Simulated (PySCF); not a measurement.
Compound: C5H7N.
Numbering: `[CH2:1]=[N:2][C@H:3]1[CH2:4][C:5]1=[CH2:6]` (hydrogens: H7, H8 on C1; H9 on C3; H10, H11 on C4; H12, H13 on C6)

The same species was optimised twice, with GFN2-xTB and with PBE0-D3(BJ)/def2-SVP (PySCF), and the same property calculations (PySCF, gas phase) were run on both structures.

| coordinate | GFN2-xTB | PBE0-D3(BJ)/def2-SVP | change |
| --- | --- | --- | --- |
| C5=C6 (Å) | 1.306 | 1.322 | +0.016 |
| N2–C3 (Å) | 1.401 | 1.412 | +0.011 |
| C1=N2 (Å) | 1.254 | 1.264 | +0.010 |
| C3–C5 (Å) | 1.481 | 1.475 | -0.006 |
| C3–C4 (Å) | 1.529 | 1.534 | +0.005 |
| C4–C5 (Å) | 1.455 | 1.453 | -0.002 |
| C1–N2–C3 (°) | 120.8 | 118.7 | -2.1 |
| N2–C3–C4 (°) | 116.5 | 117.2 | +0.7 |
| C3–C5–C6 (°) | 146.8 | 146.2 | -0.6 |
| N2–C3–C5 (°) | 117.4 | 117.9 | +0.5 |
| C3–C5–C4 (°) | 62.8 | 63.2 | +0.4 |
| C3–C4–C5 (°) | 59.4 | 59.1 | -0.3 |
| C4–C5–C6 (°) | 150.5 | 150.6 | +0.1 |
| C4–C3–C5 (°) | 57.8 | 57.7 | -0.1 |
| C1–N2–C3–C4 (°) | 152 | 151 | -1 |

Rotational constants: A = 8254, B = 2462, C = 2063 MHz (GFN2-xTB) against A = 8128, B = 2452, C = 2052 MHz (PBE0-D3(BJ)/def2-SVP). Point groups within 0.08 Å: C1 and C1.

On the GFN2-xTB structure: lowest singlet, TDDFT (eV) 4.93 [B3LYP/def2-SVPD]; lowest triplet, Tamm–Dancoff (eV) 4.17 [B3LYP/def2-SVPD]; isotropic polarisability (au) 71.0 [B3LYP/def2-SVPD]; HOMO (eV) -7.11 [B3LYP/def2-SVPD]; LUMO (eV) -0.71 [B3LYP/def2-SVPD]; dipole (D) 1.33 [B3LYP/def2-SVPD]; HOMO (eV) -7.29 [PBE0/pcSseg-1]; LUMO (eV) -0.34 [PBE0/pcSseg-1]; dipole (D) 1.33 [PBE0/pcSseg-1]; GIAO shielding of C1 (ppm) 34.6 [PBE0/pcSseg-1]; GIAO shielding of N2 (ppm) -146.1 [PBE0/pcSseg-1]; GIAO shielding of C3 (ppm) 138.4 [PBE0/pcSseg-1]; GIAO shielding of C4 (ppm) 168.6 [PBE0/pcSseg-1]; GIAO shielding of C5 (ppm) 41.9 [PBE0/pcSseg-1]; GIAO shielding of C6 (ppm) 74.7 [PBE0/pcSseg-1].

Question: What do these properties become on the PBE0-D3(BJ)/def2-SVP structure?

Answer: 
| property | level | on GFN2-xTB | on PBE0-D3(BJ)/def2-SVP | change |
| --- | --- | --- | --- | --- |
| lowest singlet, TDDFT (eV) | B3LYP/def2-SVPD | 4.93 | 4.97 | +0.04 |
| lowest triplet, Tamm–Dancoff (eV) | B3LYP/def2-SVPD | 4.17 | 4.19 | +0.02 |
| isotropic polarisability (au) | B3LYP/def2-SVPD | 71.0 | 72.2 | +1.2 |
| HOMO (eV) | B3LYP/def2-SVPD | -7.11 | -7.20 | -0.09 |
| LUMO (eV) | B3LYP/def2-SVPD | -0.71 | -0.79 | -0.08 |
| dipole (D) | B3LYP/def2-SVPD | 1.33 | 1.39 | +0.06 |
| energy, GFN2-xTB geometry as zero (kcal/mol) | B3LYP/def2-SVPD | 0.0 | -1.1 | -1.1 |
| HOMO (eV) | PBE0/pcSseg-1 | -7.29 | -7.38 | -0.09 |
| LUMO (eV) | PBE0/pcSseg-1 | -0.34 | -0.42 | -0.08 |
| dipole (D) | PBE0/pcSseg-1 | 1.33 | 1.39 | +0.06 |
| energy, GFN2-xTB geometry as zero (kcal/mol) | PBE0/pcSseg-1 | 0.0 | -0.6 | -0.6 |
| GIAO shielding of C1 (ppm) | PBE0/pcSseg-1 | 34.6 | 30.2 | -4.4 |
| GIAO shielding of N2 (ppm) | PBE0/pcSseg-1 | -146.1 | -149.1 | -3.0 |
| GIAO shielding of C3 (ppm) | PBE0/pcSseg-1 | 138.4 | 136.3 | -2.1 |
| GIAO shielding of C4 (ppm) | PBE0/pcSseg-1 | 168.6 | 166.9 | -1.7 |
| GIAO shielding of C5 (ppm) | PBE0/pcSseg-1 | 41.9 | 39.2 | -2.7 |
| GIAO shielding of C6 (ppm) | PBE0/pcSseg-1 | 74.7 | 70.5 | -4.2 |

The heavy atoms differ by 0.016 Å rms after alignment. Among bonds between heavy atoms C5=C6 changes most (+0.016 Å). Changes are differences of the printed values. Neither structure is proved a minimum here.

Conformer computed: `[CH2:1]=[N:2][C@H:3]1[CH2:4][C:5]1=[CH2:6]`: C1–N2–C3–C4 151°.
